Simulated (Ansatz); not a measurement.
# fcc Al

Method: revPBE in Ansatz (plane waves, PAW).

Numerical settings: plane-wave cutoff 520 eV, 24×24×24 k mesh, Fermi–Dirac smearing 0.05 eV, scalar-relativistic PAW data made under PBE.

Cell (relaxed at this level):

```
CELL_PARAMETERS angstrom
      0.00000     2.02951     2.02951
      2.02951     0.00000     2.02951
      2.02951     2.02951     0.00000
ATOMIC_POSITIONS crystal
  Al 0.00000 0.00000 0.00000
```

- bulk modulus = 75.3 GPa
- band gap = zero (no gap)
- pressure derivative B′ of the bulk modulus = 4.6

Measured, for comparison: bulk modulus 80.8 GPa (corrected for temperature and zero-point phonon effects, our sources range from 77.1 to 82.0; as tabulated in Levämäki et al. (2014), arXiv:1402.3671). Computed (rounded) less measured: bulk modulus -7 % (-2 % to -8 % over the range).

Static lattice: no zero-point or thermal effects.

Ansatz is an electronic-structure program.
